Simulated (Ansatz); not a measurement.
## Relaxing Ti2H

These are results of DFT r2SCAN, scalar-relativistic, plane waves, PAW (Ansatz 0.2.0), not measurements. Cutoff 500 eV, Γ-centred k mesh, Gaussian smearing, no spin polarisation in the final step.

The start puts Ti2H on the CaC2 structure type (I4/mmm, No. 139), with H in place of Ca, Ti in place of C, at a guessed volume.

```
CELL_PARAMETERS angstrom
-1.80926 1.80926 2.96738
1.80926 -1.80926 2.96738
1.80926 1.80926 -2.96738
ATOMIC_POSITIONS crystal
Ti 0.59300 0.59300 0.00000
Ti 0.40700 0.40700 0.00000
H 0.00000 0.00000 0.00000
```

Cell and atoms relax at zero pressure; the relaxation can't lower the symmetry of the start. After a coarse first stage the cell is made exact in the group found at 0.06 Å.

Energies over the elements count from the elements' standard structures at the same level (H₂ as a molecule), with no empirical corrections.

(1) Describe the relaxed structure.

(2) What are its volume, energy, density and gap?

Results:

(1) It keeps I4/mmm (No. 139), but not the shape of the type it started on. The result has the MoSi2 (C11b) structure. Conventional cell: a = 2.737 Å, c = 9.526 Å. Ti has 4 H at 2.36 Å and 9 Ti at 2.69–2.83 Å; around H lie 8 Ti at 2.36 Å and 4 H at 2.74 Å.

```xyz
3
Lattice="-1.3684 1.3684 4.7631 1.3684 -1.3684 4.7631 1.3684 1.3684 -4.7631" Properties=species:S:1:pos:R:3 pbc="T T T"
Ti    0.0000    0.0000    6.1093
Ti    0.0000    0.0000    3.4170
H     0.0000    0.0000    0.0000
```

(2) The volume per atom is 11.89 Å³, the density is 4.50 g/cm³ and the energy over the elements is 0.14 eV/atom. The gap on the 24×24×24 mesh is 0 eV (a metal).

The final run used a 24×24×24 mesh on its 3-atom cell and 0.10 eV smearing. The k mesh leaves about 4 meV/atom of noise in metals. Symmetry constrained the relaxation, so the result can be a saddle point.

Cost: 3 runs of about 7.8 core-minutes in all, on Arm Neoverse V1 (shared hosts).